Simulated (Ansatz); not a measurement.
C₂H₉N (SMILES CN.C), singlet: a relaxation.

Input (in.yaml):

```yaml
crystal:
  periodic: [false, false, false]
  atoms:
    - {symbol: C, position_ang: [0.447952, -0.021950, -2.128280]}
    - {symbol: N, position_ang: [-0.475238, 0.150717, -1.013229]}
    - {symbol: H, position_ang: [0.044296, 0.203503, -3.148621]}
    - {symbol: H, position_ang: [0.818443, -1.068390, -2.148225]}
    - {symbol: H, position_ang: [1.338396, 0.623911, -1.979473]}
    - {symbol: H, position_ang: [-1.302902, -0.446575, -1.132827]}
    - {symbol: H, position_ang: [-0.828562, 1.115547, -0.981677]}
    - {symbol: C, position_ang: [-0.009396, -0.111005, 2.502467]}
    - {symbol: H, position_ang: [1.022355, 0.139987, 2.814936]}
    - {symbol: H, position_ang: [-0.086985, -0.068992, 1.396196]}
    - {symbol: H, position_ang: [-0.711425, 0.612647, 2.959978]}
    - {symbol: H, position_ang: [-0.256832, -1.129500, 2.858756]}
basis:
  gaussian: {orbitals: def2-TZVP}
hamiltonian: {xc: pbe0, dispersion: d4}
relax: {f_tol: 0.005, max_steps: 200}
```

Command:

```bash
ansatz run in.yaml --threads 4 --pin off --events-out ev --progress --plain --max-ram 9574MiB
```

The run's output (Ansatz 0.2.0):

```
Functional definition: PBE0
  name "PBE0"
  cite "Adamo & Barone, J. Chem. Phys. 110, 6158 (1999) doi:10.1063/1.478522"
  cite "Perdew, Burke & Ernzerhof, Phys. Rev. Lett. 77, 3865 (1996) doi:10.1103/PhysRevLett.77.3865"
  parent pbe
  parameter a = 0.25
  parameter kappa = 0.804
  parameter beta = 0.06672455060314922
  exchange = (1 - a)*pbe_x(kappa = kappa, mu = beta*pi^2/3) + a*exact_x
  correlation = pbe_c(beta = beta)
911 factors; their error is unknown
mean field evaluation 1: about -3697.3211 eV, gradient 6.9e1 eV
mean field evaluation 2: about -3692.3733 eV, gradient 8.1e1 eV
mean field evaluation 4: about -3707.5596 eV, gradient 3.5e0 eV
mean field evaluation 8: about -3707.5866 eV, gradient 4.1e-2 eV
mean field evaluation 16: about -3707.5725 eV, gradient 3.9e-5 eV
mean field -3707.57251254 eV, -136.2507767531 hartree, gradient 3.9e-5 eV, S^2 0.000000; 0 other end points of the search recorded, 0 dependent functions left out
the calculation of the forces begins
reference -3707.57254683 eV, -136.2507780130 hartree; 14, 14 occupied and 133, 133 virtual orbitals, 911 factors
relax step   1: F+E_penalty+E_count = -3707.66095927 eV  Δ(F+E_penalty+E_count) = +0.000e0 eV  max|allowed force component| = 6.332e-1 eV/Å  Δτ_max = 0.0000 Å  (25 SCF iters, accepted)
relax step   2: F+E_penalty+E_count = -3707.70818360 eV  Δ(F+E_penalty+E_count) = -4.722e-2 eV  max|allowed force component| = 2.531e-1 eV/Å  Δτ_max = 0.1270 Å  (27 SCF iters, accepted)
relax step   3: F+E_penalty+E_count = -3707.71307956 eV  Δ(F+E_penalty+E_count) = -4.896e-3 eV  max|allowed force component| = 7.409e-2 eV/Å  Δτ_max = 0.0831 Å  (28 SCF iters, accepted)
relax step   4: F+E_penalty+E_count = -3707.71375195 eV  Δ(F+E_penalty+E_count) = -6.724e-4 eV  max|allowed force component| = 8.104e-2 eV/Å  Δτ_max = 0.0330 Å  (28 SCF iters, accepted)
relax step   5: F+E_penalty+E_count = -3707.71427263 eV  Δ(F+E_penalty+E_count) = -5.207e-4 eV  max|allowed force component| = 2.858e-2 eV/Å  Δτ_max = 0.0206 Å  (29 SCF iters, accepted)
relax step   6: F+E_penalty+E_count = -3707.71456768 eV  Δ(F+E_penalty+E_count) = -2.951e-4 eV  max|allowed force component| = 2.982e-2 eV/Å  Δτ_max = 0.0348 Å  (28 SCF iters, accepted)
relax step   7: F+E_penalty+E_count = -3707.71487142 eV  Δ(F+E_penalty+E_count) = -3.037e-4 eV  max|allowed force component| = 5.971e-2 eV/Å  Δτ_max = 0.0535 Å  (28 SCF iters, accepted)
relax step   8: F+E_penalty+E_count = -3707.71522487 eV  Δ(F+E_penalty+E_count) = -3.534e-4 eV  max|allowed force component| = 6.607e-2 eV/Å  Δτ_max = 0.0361 Å  (28 SCF iters, accepted)
relax step   9: F+E_penalty+E_count = -3707.71557205 eV  Δ(F+E_penalty+E_count) = -3.472e-4 eV  max|allowed force component| = 9.733e-2 eV/Å  Δτ_max = 0.0833 Å  (28 SCF iters, accepted)
relax step  10: F+E_penalty+E_count = -3707.71623119 eV  Δ(F+E_penalty+E_count) = -6.591e-4 eV  max|allowed force component| = 6.988e-2 eV/Å  Δτ_max = 0.0191 Å  (29 SCF iters, accepted)
relax step  11: F+E_penalty+E_count = -3707.71680920 eV  Δ(F+E_penalty+E_count) = -5.780e-4 eV  max|allowed force component| = 5.610e-2 eV/Å  Δτ_max = 0.0400 Å  (28 SCF iters, accepted)
relax step  12: F+E_penalty+E_count = -3707.71657614 eV  Δ(F+E_penalty+E_count) = +2.331e-4 eV  max|allowed force component| = 1.549e-1 eV/Å  Δτ_max = 0.1678 Å  (26 SCF iters, rejected (line search))
relax step  13: F+E_penalty+E_count = -3707.71762592 eV  Δ(F+E_penalty+E_count) = -8.167e-4 eV  max|allowed force component| = 4.476e-2 eV/Å  Δτ_max = 0.0819 Å  (28 SCF iters, accepted)
relax step  14: F+E_penalty+E_count = -3707.71795254 eV  Δ(F+E_penalty+E_count) = -3.266e-4 eV  max|allowed force component| = 9.818e-2 eV/Å  Δτ_max = 0.0995 Å  (27 SCF iters, accepted)
relax step  15: F+E_penalty+E_count = -3707.71861875 eV  Δ(F+E_penalty+E_count) = -6.662e-4 eV  max|allowed force component| = 4.802e-2 eV/Å  Δτ_max = 0.0053 Å  (30 SCF iters, accepted)
relax step  16: F+E_penalty+E_count = -3707.71934384 eV  Δ(F+E_penalty+E_count) = -7.251e-4 eV  max|allowed force component| = 2.587e-2 eV/Å  Δτ_max = 0.0560 Å  (28 SCF iters, accepted)
relax step  17: F+E_penalty+E_count = -3707.71765176 eV  Δ(F+E_penalty+E_count) = +1.692e-3 eV  max|allowed force component| = 2.376e-1 eV/Å  Δτ_max = 0.1975 Å  (28 SCF iters, rejected (line search))
relax step  18: F+E_penalty+E_count = -3707.71959355 eV  Δ(F+E_penalty+E_count) = -2.497e-4 eV  max|allowed force component| = 1.876e-2 eV/Å  Δτ_max = 0.0246 Å  (29 SCF iters, accepted)
relax step  19: F+E_penalty+E_count = -3707.72049463 eV  Δ(F+E_penalty+E_count) = -9.011e-4 eV  max|allowed force component| = 5.103e-2 eV/Å  Δτ_max = 0.0991 Å  (27 SCF iters, accepted)
relax step  20: F+E_penalty+E_count = -3707.72015254 eV  Δ(F+E_penalty+E_count) = +3.421e-4 eV  max|allowed force component| = 1.549e-1 eV/Å  Δτ_max = 0.1004 Å  (27 SCF iters, rejected (line search))
relax step  21: F+E_penalty+E_count = -3707.72099890 eV  Δ(F+E_penalty+E_count) = -5.043e-4 eV  max|allowed force component| = 5.608e-2 eV/Å  Δτ_max = 0.0491 Å  (29 SCF iters, accepted)
relax step  22: F+E_penalty+E_count = -3707.72182106 eV  Δ(F+E_penalty+E_count) = -8.222e-4 eV  max|allowed force component| = 2.548e-2 eV/Å  Δτ_max = 0.0737 Å  (28 SCF iters, accepted)
relax step  23: F+E_penalty+E_count = -3707.72150948 eV  Δ(F+E_penalty+E_count) = +3.116e-4 eV  max|allowed force component| = 1.222e-1 eV/Å  Δτ_max = 0.1071 Å  (27 SCF iters, rejected (line search))
relax step  24: F+E_penalty+E_count = -3707.72225177 eV  Δ(F+E_penalty+E_count) = -4.307e-4 eV  max|allowed force component| = 2.596e-2 eV/Å  Δτ_max = 0.0524 Å  (29 SCF iters, accepted)
relax step  25: F+E_penalty+E_count = -3707.72242911 eV  Δ(F+E_penalty+E_count) = -1.773e-4 eV  max|allowed force component| = 4.684e-2 eV/Å  Δτ_max = 0.0549 Å  (29 SCF iters, accepted)
relax step  26: F+E_penalty+E_count = -3707.72259324 eV  Δ(F+E_penalty+E_count) = -1.641e-4 eV  max|allowed force component| = 2.842e-2 eV/Å  Δτ_max = 0.0092 Å  (29 SCF iters, accepted)
relax step  27: F+E_penalty+E_count = -3707.72272550 eV  Δ(F+E_penalty+E_count) = -1.323e-4 eV  max|allowed force component| = 1.554e-2 eV/Å  Δτ_max = 0.0267 Å  (29 SCF iters, accepted)
relax step  28: F+E_penalty+E_count = -3707.72278025 eV  Δ(F+E_penalty+E_count) = -5.475e-5 eV  max|allowed force component| = 5.916e-3 eV/Å  Δτ_max = 0.0277 Å  (28 SCF iters, accepted)
relax step  29: F+E_penalty+E_count = -3707.72279067 eV  Δ(F+E_penalty+E_count) = -1.041e-5 eV  max|allowed force component| = 1.119e-3 eV/Å  Δτ_max = 0.0136 Å  (29 SCF iters, accepted)
relax step  30: F+E_penalty+E_count = -3707.72279649 eV  Δ(F+E_penalty+E_count) = -5.820e-6 eV  max|allowed force component| = 1.568e-3 eV/Å  Δτ_max = 0.0066 Å  (29 SCF iters, accepted)
relax step  31: F+E_penalty+E_count = -3707.72281096 eV  Δ(F+E_penalty+E_count) = -1.447e-5 eV  max|allowed force component| = 6.284e-3 eV/Å  Δτ_max = 0.0218 Å  (28 SCF iters, accepted)
relax step  32: F+E_penalty+E_count = -3707.72281936 eV  Δ(F+E_penalty+E_count) = -8.401e-6 eV  max|allowed force component| = 1.096e-2 eV/Å  Δτ_max = 0.0179 Å  (29 SCF iters, accepted)
relax step  33: F+E_penalty+E_count = -3707.72282801 eV  Δ(F+E_penalty+E_count) = -8.647e-6 eV  max|allowed force component| = 7.825e-3 eV/Å  Δτ_max = 0.0112 Å  (29 SCF iters, accepted)
relax step  34: F+E_penalty+E_count = -3707.72283519 eV  Δ(F+E_penalty+E_count) = -7.180e-6 eV  max|allowed force component| = 4.153e-3 eV/Å  Δτ_max = 0.0052 Å  (30 SCF iters, accepted)
relax step  35: F+E_penalty+E_count = -3707.72283992 eV  Δ(F+E_penalty+E_count) = -4.734e-6 eV  max|allowed force component| = 2.340e-3 eV/Å  Δτ_max = 0.0077 Å  (29 SCF iters, accepted)
Total energy: -3707.72287241 eV, -136.2563023764 hartree
Atom 0 at     0.431395    -0.051159    -1.608533 Å, force    -0.000121     0.000175    -0.000636 eV/Å
Atom 1 at    -0.911679     0.354523    -1.229692 Å, force     0.001241     0.000183    -0.002290 eV/Å
Atom 2 at     0.610624    -0.126648    -2.690580 Å, force    -0.000251     0.000233     0.001963 eV/Å
Atom 3 at     0.654917    -1.023264    -1.163286 Å, force    -0.000242     0.000743    -0.000275 eV/Å
Atom 4 at     1.152804     0.659130    -1.198462 Å, force    -0.000795    -0.000989    -0.000161 eV/Å
Atom 5 at    -1.597868    -0.294777    -1.591966 Å, force    -0.000072    -0.000083     0.000723 eV/Å
Atom 6 at    -1.134205     1.262901    -1.615656 Å, force     0.000156    -0.000363     0.000771 eV/Å
Atom 7 at     0.157289    -0.155380     2.217091 Å, force     0.000933     0.000257     0.000688 eV/Å
Atom 8 at     1.202737     0.149817     2.159117 Å, force    -0.002340    -0.000705     0.000324 eV/Å
Atom 9 at    -0.348568     0.081718     1.279782 Å, force     0.000239    -0.000167     0.000858 eV/Å
Atom 10 at    -0.324686     0.372118     3.040667 Å, force     0.000877    -0.001253    -0.001673 eV/Å
Atom 11 at     0.107342    -1.229079     2.401519 Å, force     0.000373     0.001969    -0.000293 eV/Å
Dipole moment:    -0.036744     0.011939    -0.345053 e Å

[the SCF lines of later steps are left out]
```

The lines “mean field evaluation” count trial sets of orbitals through the whole run, from several starts and some on an approximate energy, so they need not fall steadily or lie above the final value.

The run took about 45 s on 4 CPU threads of an Arm Neoverse V1 (shared host).
